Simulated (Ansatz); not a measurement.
# CH8Si2 (SMILES [SiH3]C[SiH3]): levels of theory compared

Wanted: a comparison of 6 runs (HF/STO-3G, HF/def2-SVP, B3LYP/6-31G*, B3LYP/6-31G**, PBE0/def2-SVP, MP2/def2-TZVP) of CH8Si2. 

The calculation is run with Ansatz 0.2.0.

8 further runs of the same task are left out: 1 that didn't finish, 7 set aside as unsound or not needed. Runs told in other sessions of the task aren't counted.

## Step 1: The structure to begin with

The species is CH8Si2 (11 atoms), meant as a singlet with charge 0. SMILES: `[SiH3]C[SiH3]`. The coordinates come from a PBE0-D4/def2-TZVP relaxation.

Bond lengths: Si1–C2 1.872 Å, C2–Si3 1.872 Å, Si1–H4 1.488 Å, Si1–H5 1.487 Å, Si1–H6 1.487 Å, C2–H7 1.095 Å, C2–H8 1.095 Å, Si3–H9 1.487 Å, Si3–H10 1.487 Å, Si3–H11 1.488 Å. Some angles: Si1–C2–Si3 114.4°, Si1–C2–H7 108.8°, Si1–C2–H8 108.8°, Si3–C2–H7 108.8°, Si3–C2–H8 108.8°, C2–Si1–H4 111.1°, C2–Si1–H5 110.2°, C2–Si1–H6 110.2°, C2–Si3–H9 110.2°, C2–Si3–H10 110.2°.

## Step 2: Energy and forces at HF/STO-3G (run 1)

molecule.yaml

```yaml
crystal:
  periodic: [false, false, false]
  atoms:
    - symbol: Si
      position_ang: [-1.158980, 1.034720, -0.344660]
    - symbol: C
      position_ang: [-0.286340, -0.621440, -0.365590]
    - symbol: Si
      position_ang: [1.335180, -0.652340, 0.569590]
    - symbol: H
      position_ang: [-2.435800, 0.976800, -1.106490]
    - symbol: H
      position_ang: [-0.293510, 2.078920, -0.955560]
    - symbol: H
      position_ang: [-1.463790, 1.436810, 1.054620]
    - symbol: H
      position_ang: [-0.954100, -1.377620, 0.060730]
    - symbol: H
      position_ang: [-0.099440, -0.908830, -1.405770]
    - symbol: H
      position_ang: [1.110650, -0.304370, 1.998260]
    - symbol: H
      position_ang: [2.282060, 0.336720, -0.011600]
    - symbol: H
      position_ang: [1.964060, -1.999380, 0.506460]
basis:
  gaussian: {orbitals: STO-3G}
total_charge: 0
hamiltonian: {xc: hf}
accuracy: high
output: {forces: true, orbitals: {seedname: orbitals}}
```

Command:

```bash
$ ansatz run molecule.yaml --threads 1 --pin off --max-ram 3480MiB --events-out events.jsonl --progress --plain --runs-dir runs
```

Log, cut to the lines that bear on the results:

```text
Warning: RAYON_NUM_THREADS=1 ignored (pool sized by the plan → 1); use --threads N
Functional definition: HF
  name "HF"
[...]
617 factors; integrals over basis functions are off by at most 1.6e-8 eV
[...]
mean field -16688.23393828 eV, -613.2812855405 hartree, gradient 4.5e-8 eV, S^2 0.000000; 0 other end points of the search recorded, 0 dependent functions left out
[...]
reference -16688.23393828 eV, -613.2812855405 hartree; 21, 21 occupied and 10, 10 virtual orbitals, 617 factors
Total energy: -16688.23393828 eV, -613.2812855405 hartree
Atom 0 at    -1.158980     1.034720    -0.344660 Å, force    -0.751754     1.381610     0.003494 eV/Å
Atom 1 at    -0.286340    -0.621440    -0.365590 Å, force    -0.078582    -0.171422    -0.101196 eV/Å
Atom 2 at     1.335180    -0.652340     0.569590 Å, force     1.364952    -0.050072     0.779449 eV/Å
Atom 3 at    -2.435800     0.976800    -1.106490 Å, force     1.483404     0.048516     0.879028 eV/Å
Atom 4 at    -0.293510     2.078920    -0.955560 Å, force    -1.003313    -1.206685     0.712466 eV/Å
Atom 5 at    -1.463790     1.436810     1.054620 Å, force     0.355668    -0.460825    -1.622007 eV/Å
Atom 6 at    -0.954100    -1.377620     0.060730 Å, force     0.364578     0.366802    -0.317671 eV/Å
Atom 7 at    -0.099440    -0.908830    -1.405770 Å, force    -0.158948     0.079959     0.581116 eV/Å
Atom 8 at     1.110650    -0.304370     1.998260 Å, force     0.264163    -0.399187    -1.655691 eV/Å
Atom 9 at     2.282060     0.336720    -0.011600 Å, force    -1.096442    -1.143705     0.678553 eV/Å
Atom 10 at     1.964060    -1.999380     0.506460 Å, force    -0.743725     1.555009     0.062459 eV/Å
Dipole moment:    -0.026194    -0.056871    -0.033460 e Å
```

Wall time 0.8 s (1 thread of Arm Neoverse V1, shared host).

## Step 3: Energy and forces at HF/def2-SVP (run 2)

molecule.yaml

```yaml
crystal:
  periodic: [false, false, false]
  atoms:
    - {symbol: Si, position_ang: [-1.158980, 1.034720, -0.344660]}
    - {symbol: C, position_ang: [-0.286340, -0.621440, -0.365590]}
    - {symbol: Si, position_ang: [1.335180, -0.652340, 0.569590]}
    - {symbol: H, position_ang: [-2.435800, 0.976800, -1.106490]}
    - {symbol: H, position_ang: [-0.293510, 2.078920, -0.955560]}
    - {symbol: H, position_ang: [-1.463790, 1.436810, 1.054620]}
    - {symbol: H, position_ang: [-0.954100, -1.377620, 0.060730]}
    - {symbol: H, position_ang: [-0.099440, -0.908830, -1.405770]}
    - {symbol: H, position_ang: [1.110650, -0.304370, 1.998260]}
    - {symbol: H, position_ang: [2.282060, 0.336720, -0.011600]}
    - {symbol: H, position_ang: [1.964060, -1.999380, 0.506460]}
basis:
  gaussian: {orbitals: def2-SVP}
accuracy: high
output: {forces: true, orbitals: {seedname: orbitals}}
hamiltonian: {xc: hf}
```

Command:

```bash
$ ansatz run molecule.yaml --threads 1 --pin off --max-ram 3480MiB --events-out events.jsonl --progress --plain --runs-dir runs
```

Log, cut to the lines that bear on the results:

```text
Warning: RAYON_NUM_THREADS=1 ignored (pool sized by the plan → 1); use --threads N
Functional definition: HF
  name "HF"
[...]
2074 factors; integrals over basis functions are off by at most 3.9e-9 eV
[...]
mean field -16875.93451648 eV, -620.1791545614 hartree, gradient 1.9e-8 eV, S^2 0.000000; 0 other end points of the search recorded, 0 dependent functions left out
[...]
reference -16875.93451648 eV, -620.1791545614 hartree; 21, 21 occupied and 69, 69 virtual orbitals, 2074 factors
Total energy: -16875.93451648 eV, -620.1791545614 hartree
Atom 0 at    -1.158980     1.034720    -0.344660 Å, force    -0.303142     0.328247    -0.071800 eV/Å
Atom 1 at    -0.286340    -0.621440    -0.365590 Å, force    -0.073662    -0.160649    -0.094932 eV/Å
Atom 2 at     1.335180    -0.652340     0.569590 Å, force     0.389539    -0.140220     0.182165 eV/Å
Atom 3 at    -2.435800     0.976800    -1.106490 Å, force     0.068490     0.010716     0.043217 eV/Å
Atom 4 at    -0.293510     2.078920    -0.955560 Å, force    -0.049002    -0.037713     0.031917 eV/Å
Atom 5 at    -1.463790     1.436810     1.054620 Å, force     0.009413    -0.005470    -0.068638 eV/Å
Atom 6 at    -0.954100    -1.377620     0.060730 Å, force     0.009125     0.002169    -0.020873 eV/Å
Atom 7 at    -0.099440    -0.908830    -1.405770 Å, force    -0.012796    -0.009666     0.017067 eV/Å
Atom 8 at     1.110650    -0.304370     1.998260 Å, force     0.024564    -0.015764    -0.063242 eV/Å
Atom 9 at     2.282060     0.336720    -0.011600 Å, force    -0.034229    -0.047793     0.037406 eV/Å
Atom 10 at     1.964060    -1.999380     0.506460 Å, force    -0.028300     0.076144     0.007714 eV/Å
Dipole moment:    -0.065174    -0.141461    -0.083200 e Å
```

Run time: 4.5 s. Hardware: 1 thread of Arm Neoverse V1, shared host.

Runs 3 to 5 aren't shown in full; the table further down has their settings and results.

## Step 4: Energy and gradient at MP2/def2-TZVP (run 6)

input.yaml

```yaml
crystal:
  periodic: [false, false, false]
  atoms:
    - symbol: Si
      position_ang: [-1.158980, 1.034720, -0.344660]
    - symbol: C
      position_ang: [-0.286340, -0.621440, -0.365590]
    - symbol: Si
      position_ang: [1.335180, -0.652340, 0.569590]
    - symbol: H
      position_ang: [-2.435800, 0.976800, -1.106490]
    - symbol: H
      position_ang: [-0.293510, 2.078920, -0.955560]
    - symbol: H
      position_ang: [-1.463790, 1.436810, 1.054620]
    - symbol: H
      position_ang: [-0.954100, -1.377620, 0.060730]
    - symbol: H
      position_ang: [-0.099440, -0.908830, -1.405770]
    - symbol: H
      position_ang: [1.110650, -0.304370, 1.998260]
    - symbol: H
      position_ang: [2.282060, 0.336720, -0.011600]
    - symbol: H
      position_ang: [1.964060, -1.999380, 0.506460]
basis:
  gaussian: {orbitals: def2-TZVP}
correlation: {method: mp2, frozen_orbitals: {C: 1, H: 0, Si: 5}}
accuracy: high
output: {forces: true, orbitals: {seedname: orbitals}}
```

Command:

```bash
$ ansatz run input.yaml --threads 1 --pin off --max-ram 3480MiB --events-out events.jsonl --progress --plain --runs-dir runs
```

Log:

```text
Warning: RAYON_NUM_THREADS=1 ignored (pool sized by the plan → 1); use --threads N
[... 10 lines left out ...]
11 core orbitals not correlated: weight in the atoms' cores, before any rotation towards them, 1.000 or more for the frozen orbitals, at most 0.000 for the correlated occupied ones
[... 4 lines left out ...]
Total energy: -16894.02944339 eV, -620.8441308601 hartree
[... 11 lines left out ...]
Dipole moment:    -0.065656    -0.142509    -0.083822 e Å
```

It took 32 s on 1 thread of Arm Neoverse V1, shared host; peak memory 0.69 GiB.

## Step 5: The series

```
run                                level  Cartesian functions  frozen core orbitals  energy (Eh)  dipole moment (D)  HOMO energy (eV)  LUMO energy (eV)  wall time
  1                            HF/STO-3G                   no                     –  -613.281286               0.34             -9.71             12.98      0.8 s
  2                          HF/def2-SVP                   no                     –  -620.179155               0.85            -11.89              3.84      4.5 s
  3   B3LYP/6-31G* (Cartesian functions)                  yes                     –  -621.904968               0.88             -8.45              0.58      9.6 s
  4  B3LYP/6-31G** (spherical functions)                   no                     –  -621.910578               0.85             -8.44              0.56       12 s
  5                        PBE0/def2-SVP                   no                     –  -621.380874               0.86             -8.81              0.72       11 s
  6                        MP2/def2-TZVP                   no                    11  -620.844131               0.85            -11.83              2.94       32 s
```

## Step 6: Summary of results

```
                                           quantity          value
                                run 6: total energy  -620.84413 Eh
          run 6: dipole moment (correlated density)         0.85 D
         run 6: HOMO energy (Hartree–Fock orbitals)      -11.83 eV
         run 6: LUMO energy (Hartree–Fock orbitals)        2.94 eV
       run 6: HOMO–LUMO gap (Hartree–Fock orbitals)       14.77 eV
run 6: correlation energy (11 core orbitals frozen)     -416.0 mEh
                    run 6: largest force on an atom     0.234 eV/Å
```

The dipole moment (its size) runs from 0.34 D (HF/STO-3G) to 0.88 D (B3LYP/6-31G*). The two ends differ in method and basis. Over runs 1, 2, 3, 4, 5 the HOMO–LUMO gap runs from 9.00 eV (B3LYP/6-31G**) to 22.69 eV (HF/STO-3G). Totals of different functionals can't be ranked against each other. In run 1 the basis is minimal, so the values are rough. All runs together took 70 s, the longest 32 s.
